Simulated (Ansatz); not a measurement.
**C3H3N (Z-propargylimine): the vertical ionisation energy from total energies**

C3H3N has 7 atoms, charge 0, and is taken as a singlet. SMILES: `[H]/N=C\C#C`. Geometry: relaxed at PBE0-D4/def2-TZVP.

Both states at this one shape; open shells run unrestricted unless said. 1 Eh = 27.2114 eV.

| level | program | singlet C3H3N (Eh) | doublet C3H3N+ (Eh) |
| --- | --- | --- | --- |
| BLYP/def2-SVPD | Ansatz | -170.603283 | -170.233115 |
| RPA@PBE/def2-SVPD, 4 core orbitals frozen | Ansatz | -170.433515 | -170.055490 |

Task: Work out the vertical ionisation energy at each level.

Result: 
1. BLYP/def2-SVPD: -170.233115 − (-170.603283) = 0.370168 Eh = 10.07 eV.
2. RPA@PBE/def2-SVPD: -170.055490 − (-170.433515) = 0.378025 Eh = 10.29 eV.

No measured value is set beside it here; the levels span 10.07 to 10.29 eV.
